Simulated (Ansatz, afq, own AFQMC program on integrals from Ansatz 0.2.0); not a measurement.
AFQMC on a folder of integrals that Ansatz 0.2.0 wrote.

```yaml
crystal:
  periodic: [false, false, false]
  atoms:
    - {symbol: Sn, position_ang: [0.000000, -0.313993, 0.000000]}
    - {symbol: F, position_ang: [0.000000, 0.980982, -1.433988]}
    - {symbol: F, position_ang: [0.000000, 0.980980, 1.433989]}
basis:
  gaussian: {orbitals: def2-SVP}
magnetization: {spin_polarized: false}
correlation: {method: ccsd_t, electrons: outside_noble_gas, hamiltonian_folder: ham}
```

```sh
$ ansatz run in.yaml --threads 1 --pin off --events-out ev --progress --plain --max-ram 1843MiB
```

Options of the walk:

```
--method phaseless --trial hf --walkers 120 --populations 1 --least-time 40 --time-step 0.005 --steps-per-block 20 --equilibration-blocks 112 --max-blocks 600 --target-error 0.0015300 --factor-cut 1e-05 --seed 919 --taylor-order 6
```

Times are imaginary, in 1/Eh. The walk had a cap of 1132 s. Filled inner d shells are frozen with the cores. Core potentials past Kr, no spin–orbit coupling.

Output of the walk:

```
orbitals 43  electrons 9 9  factors 333 of 594
reference energy -412.13275762 Eh
CCSD correlation -0.45126521 Eh in 12 cycles, weight of the determinant in the CISD state 0.8719
energy of the start -412.132758 Eh
 block  time / (1/Eh)  mean weight  energy / Eh
     1     0.100  1.0022  -412.296875
     2     0.200  1.0033  -412.400954
     3     0.300  1.0055  -412.478362
     4     0.400  1.0037  -412.530619
     5     0.500  1.0055  -412.562325
     8     0.800  0.9985  -412.532263
    18     1.800  1.0015  -412.602443
    69     6.900  0.9993  -412.537188
    86     8.600  1.0027  -412.685604
   120    12.000  0.9999  -412.650806
   171    17.100  1.0005  -412.603337
   222    22.200  1.0014  -412.618466
   273    27.300  1.0027  -412.597712
   324    32.400  1.0013  -412.610017
   375    37.500  0.9997  -412.599879
   426    42.600  0.9988  -412.529965
   477    47.700  0.9985  -412.592604
   528    52.800  0.9987  -412.595168
   579    57.900  1.0021  -412.642614
   630    63.000  0.9991  -412.621607
   681    68.100  0.9982  -412.535722
   698    69.800  0.9975  -412.603369
blocks merged  error / Eh  count
     1  0.001472  600
     2  0.001890  300
     4  0.002297  150
     8  0.002607  75
    16  0.002902  37
    32  0.003099  18
    64  0.002399  9
energy -412.600575 +/- 0.003099 Eh
(rows thinned)
```

The run passed its tests (sampling time, drift between the halves within three errors, error under three times the target), which doesn't prove that it has relaxed.

Against this walk (error 84.3 meV) on the same determinant: CCSD(T) 231.3 meV higher, a separate phaseless walk with a CISD trial and standard settings 191.2 ± 86.7 meV higher. The error is statistical and leaves out the bias of the constraint. None of these is a sure reference here.

Cautions: constraint bias not in the error; error above the target (84.3 against 41.6 meV); no spin-orbit coupling; inner d shell frozen.

The walk took 3.3 min on 1 thread of AMD EPYC 7R32 (Zen 2), with other jobs on the host. The log's last line is the phaseless energy.

A walk keeps the symmetry of its determinant, which the program's search chose and which needn't be the lowest solution, so a lower state of the same spin and another symmetry isn't excluded.
